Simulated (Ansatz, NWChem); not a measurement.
**CHCl2F (dichlorofluoromethane): the vertical ionisation energy from total energies**

The species is CHCl2F (5 atoms), meant as a singlet with charge 0. SMILES: `FC(Cl)Cl`. The coordinates come from a PBE0-D4/def2-TZVP relaxation.

```csv
atom,x (Å),y (Å),z (Å)
F,-0.5906,0.1325,1.2304
C,0.0064,0.0994,0.0307
Cl,1.4599,-0.8868,0.1269
Cl,-1.1204,-0.5252,-1.1671
H,0.2946,1.1064,-0.2625
```

Both states at this one shape; open shells run unrestricted unless said. 1 Eh = 27.2114 eV.

```
                                 level  program  singlet CHCl2F (Eh)  doublet CHCl2F+ (Eh)
                            HF/cc-pVDZ   Ansatz         -1056.881296          -1056.466454
MP2/6-311+G**, 12 core orbitals frozen   NWChem         -1057.556788          -1057.116914
```

Problem. Work out the vertical ionisation energy at each level.

Solution. 
1. HF/cc-pVDZ: -1056.466454 − (-1056.881296) = 0.414842 Eh = 11.29 eV.
2. MP2/6-311+G**: -1057.116914 − (-1057.556788) = 0.439874 Eh = 11.97 eV.

No measured value is set beside it here; the levels span 11.29 to 11.97 eV. Hartree–Fock favours the state with fewer electron pairs, since it lacks pair correlation.
